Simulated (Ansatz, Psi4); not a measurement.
**HBS (hydrogen boron sulfide): a line through the functionals**

The species is HBS (3 atoms), meant as a singlet with charge 0. As SMILES, `B=S`. Geometry: relaxed at PBE0-D4/def2-TZVP.

The HOMO–LUMO gap y, in eV, basis def2-TZVPPD; a is the functional's share of exact exchange. Programs: Ansatz 0.2.0, Psi4 1.11.

| functional | program | a | y (eV) |
| --- | --- | --- | --- |
| BLYP | Psi4 | 0 | 5.20 |
| r2SCAN | Psi4 | 0 | 5.78 |
| B3LYP | Psi4 | 0.2 | 6.82 |
| r2SCAN0 | Ansatz | 0.25 | ? |
| PBE0 | Psi4 | 0.25 | 7.29 |
| BHLYP | Psi4 | 0.5 | 9.18 |

Task: Fit y = c + s·a to the known rows and predict r2SCAN0.

Result: 
1. Means of the 5 rows: a = 0.1900, y = 6.854.
2. Σ(Δa)² = 0.172, Σ(Δa·Δy) = 1.2652, so the slope is 1.2652/0.172 = 7.3558.
3. Intercept: 6.854 − (7.3558) × 0.1900 = 5.456. The largest residual of the fit is 0.32.
4. r2SCAN0: 5.456 + (7.3558) × 0.25 = 7.29 eV.

The run gave 7.63 eV, so the prediction is off by -0.34 eV, about the largest residual. Exact exchange lowers occupied levels and raises empty ones. The rows mix families of semi-local functionals, which the line can't see.
